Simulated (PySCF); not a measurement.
**Choosing a basis for TDDFT**

C3H2ClNO.
Numbering: `[Cl:1][c:2]1[cH:3][o:4][cH:5][n:6]1` (hydrogens: H7 on C3; H8 on C5)

TDDFT with PBE0 (PySCF), vertical singlets, core orbitals frozen in the response, spherical d and f functions. Isolated species at its PBE0-D3(BJ)/def2-SVP geometry, gas phase.

| basis | functions | diffuse | S1 (eV) | S2 (eV) | S3 (eV) | S4 (eV) | S5 (eV) | LUMO (eV) | α (au) |
| --- | --- | --- | --- | --- | --- | --- | --- | --- | --- |
| 6-31G* | 92 | no | 6.27 | 6.72 | 6.92 | 7.43 | 7.73 | -0.19 | 43.1 |
| def2-SVP | 98 | no | 6.19 | 6.60 | 7.41 | 7.43 | 7.49 | -0.39 | 43.4 |
| 6-31+G* | 116 | yes | 5.98 | 6.50 | 6.64 | 6.66 | 7.13 | -0.61 | 50.9 |
| def2-SVPD | 146 | yes | 5.99 | 6.57 | 6.66 | 7.06 | 7.12 | -0.68 | 55.5 |
| aug-cc-pVDZ | 160 | yes | 5.89 | 6.29 | 6.55 | 6.59 | 6.90 | -0.66 | 56.2 |
| def2-TZVP | 204 | no | 5.99 | 6.60 | 6.79 | 7.16 | 7.47 | -0.54 | 52.0 |
| def2-TZVPD | 252 | yes | 5.90 | 6.39 | 6.56 | 6.60 | 6.98 | -0.65 | 56.9 |

Task: Compare the sets with the largest diffuse one.

Result: States are compared by their number. Against the largest diffuse basis here (def2-TZVPD, itself not a converged limit), sets without diffuse functions differ by up to 0.37 eV in S1 and 0.75 eV in S5; the smaller diffuse sets differ by up to 0.10 and 0.15 eV. State by state, the largest deviation of a set without diffuse functions is S1 0.37, S2 0.33, S3 0.85, S4 0.83, S5 0.75 eV. The same number needn't mean the same state in each row. Against def2-TZVPD the polarisability deviates by -24% in 6-31G*, -24% in def2-SVP, -11% in 6-31+G*, -3% in def2-SVPD, -1% in aug-cc-pVDZ, -9% in def2-TZVP. A single + in a Pople set puts diffuse functions on heavy atoms only.
